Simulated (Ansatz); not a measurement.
# C₂H₅NS: basis-set convergence

The task here is to estimate one member of a computed series from the others.

Program: Ansatz 0.2.0, Gaussian basis. Level of theory: one geometry, several basis sets. These are calculated values, not measurements.

Plan: PBE0-D4/def2-SVP; ωB97M-V/def2-SVP; PBE0-D4/def2-QZVPP; ωB97M-V/def2-QZVPP; the functionals' def2-TZVPP values are taken from earlier runs.

## Structure used throughout

The geometry comes from an earlier relaxation with PBE0-D4 in a triple-zeta def2 set; it is a stationary point, not always the lowest conformer.

SMILES `CSC=N`, 9 atoms, charge 0, spin multiplicity 1.

Atoms are counted from 1 here; the program's logs count them from 0.

Bond lengths: C1–S2 1.793 Å, C1–H5 1.090 Å, C1–H6 1.089 Å, C1–H7 1.089 Å, S2–C3 1.737 Å, C3–N4 1.265 Å, C3–H8 1.096 Å, N4–H9 1.018 Å. Angles: S2–C1–H5 106.6°, S2–C1–H6 110.2°, S2–C1–H7 110.2°, H5–C1–H6 110.3°, H5–C1–H7 110.3°, H6–C1–H7 109.2°, C1–S2–C3 100.4°, S2–C3–N4 123.6°, S2–C3–H8 111.0°, N4–C3–H8 125.4°, C3–N4–H9 110.8°.

As a file:

```xyz
9

C    -0.1882    1.0920   -0.9376
S     1.1945   -0.0120   -0.6495
C     0.5526   -0.9888    0.6349
N    -0.6035   -0.8309    1.1239
H     0.1133    1.7653   -1.7396
H    -0.4128    1.6566   -0.0339
H    -1.0688    0.5232   -1.2323
H     1.2793   -1.7447    0.9531
H    -0.7778   -1.5069    1.8641
```

Set-up of the first run:

Input file in.yaml:

```yaml
crystal:
  periodic: [false, false, false]
  atoms:
    - {symbol: C, position_ang: [-0.188189, 1.092012, -0.937644]}
    - {symbol: S, position_ang: [1.194456, -0.012041, -0.649517]}
    - {symbol: C, position_ang: [0.552645, -0.988780, 0.634909]}
    - {symbol: N, position_ang: [-0.603519, -0.830875, 1.123878]}
    - {symbol: H, position_ang: [0.113323, 1.765326, -1.739635]}
    - {symbol: H, position_ang: [-0.412788, 1.656627, -0.033915]}
    - {symbol: H, position_ang: [-1.068844, 0.523168, -1.232283]}
    - {symbol: H, position_ang: [1.279311, -1.744721, 0.953086]}
    - {symbol: H, position_ang: [-0.777797, -1.506915, 1.864120]}
basis:
  gaussian: {orbitals: def2-SVP}
hamiltonian: {xc: pbe0, dispersion: d4}
output: {orbitals: {seedname: orbitals}}
```

Run with:

```sh
ansatz run in.yaml --threads 2 --pin off --events-out ev --progress --plain --max-ram 4352MiB
```

Among the steps run: PBE0-D4 in def2-SVP; ωB97M-V in def2-SVP; PBE0-D4 in def2-QZVPP; ωB97M-V in def2-QZVPP.

One table of the session follows, with a row left open; its other results are not shown here.

It belongs to the step «Functionals by basis». 

```
functional       basis  HOMO (eV)  LUMO (eV)
   PBE0-D4    def2-SVP      -6.72       0.14
   PBE0-D4  def2-TZVPP      -6.86      -0.16
   PBE0-D4  def2-QZVPP      -6.90      -0.25
   ωB97M-V    def2-SVP          ?          ?
   ωB97M-V  def2-TZVPP      -8.98       2.05
   ωB97M-V  def2-QZVPP      -9.03       1.84
```

Q: Estimate the row for ωB97M-V, def2-SVP from the others.

The run gave: HOMO (eV): -8.81; LUMO (eV): 2.46. In the column «HOMO (eV)» it lies between ωB97M-V, def2-TZVPP (-8.98) and PBE0-D4, def2-QZVPP (-6.90).
